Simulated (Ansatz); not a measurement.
## Ansatz (development build ahead of 0.2.0) run

```yaml
crystal:
  periodic: [false, false, false]
  atoms:
    - { symbol: "N", position_ang: [0.0, 0.0, 0.0] }
    - { symbol: Na, position_ang: [0.0, 4.9567, 2.8618] }
    - { symbol: Na, position_ang: [0.0, -4.9567, 2.8618] }
basis:
  gaussian: { orbitals: pcseg-2 }
total_charge: 1
magnetization:
  initial_magnetization: 2
hamiltonian:
  xc: r2scan
```

The input is written out in the form of the current development build from the run's settings.

Output:

```
Converged                       : yes
Total energy                    : -378.86413 hartree
Spin squared of the determinant : 2.000
Stability test                  : minimum among restricted orbitals
```

Caution: stretched shape with no unrestricted run beside it, a lower state can exist; charge can spread falsely over distant fragments; other spin multiplicities may lie lower.
